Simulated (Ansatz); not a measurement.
```yaml
crystal:
  periodic: [false, false, false]
  atoms:
    - {symbol: Al, position_ang: [0.000000, 0.000000, -0.512247]}
    - {symbol: P, position_ang: [0.000000, 0.000000, -2.704215]}
    - {symbol: O, position_ang: [0.000000, 0.000000, 1.132320]}
    - {symbol: H, position_ang: [0.000000, 0.000000, 2.084142]}
basis:
  gaussian: {orbitals: def2-TZVP}
magnetization: {spin_polarized: true, initial_magnetization: 1}
hamiltonian: {xc: pbe0}
relax: {f_tol: 0.004, max_steps: 80}
```

```sh
$ ansatz run in.yaml --threads 1 --pin off --events-out ev --progress --plain --max-ram 2176MiB
```

Steps of the relaxation (energy above the last step; positions in Å, forces in eV/Å):

```
4
step 1, 12.1 meV
Al    0.000    0.000   -0.512    0.000    0.000   -0.396
P     0.000    0.000   -2.704    0.000    0.000    0.563
O     0.000    0.000    1.132    0.000    0.000    0.124
H     0.000    0.000    2.084    0.000    0.000   -0.291
```

```
4
step 2, 0.5 meV
Al    0.000    0.000   -0.518    0.000    0.000   -0.017
P     0.000    0.000   -2.678    0.000    0.000    0.103
O     0.000    0.000    1.124    0.000    0.000   -0.026
H     0.000    0.000    2.072    0.000    0.000   -0.060
```

```
4
step 3, 0.0 meV
Al    0.000    0.000   -0.519    0.000    0.000    0.038
P     0.000    0.000   -2.672    0.000    0.000   -0.008
O     0.000    0.000    1.122    0.000    0.000   -0.031
H     0.000    0.000    2.069    0.000    0.000    0.001
```

```
4
step 5, 0.0 meV
Al    0.000    0.000   -0.518    0.000    0.000    0.001
P     0.000    0.000   -2.672    0.000    0.000   -0.001
O     0.000    0.000    1.122    0.000    0.000    0.002
H     0.000    0.000    2.068    0.000    0.000   -0.003
```

Close pairs at the end: O3–H4 0.947 Å, Al1–O3 1.640 Å, Al1–P2 2.154 Å.

A stationary point of unrestricted PBE0 after 5 steps, with ⟨S²⟩ = 0.756 against 0.75 for a pure state; no frequencies were run, so it isn't proven a minimum. 9 s on 1 thread of AMD EPYC 9R45, shared host.
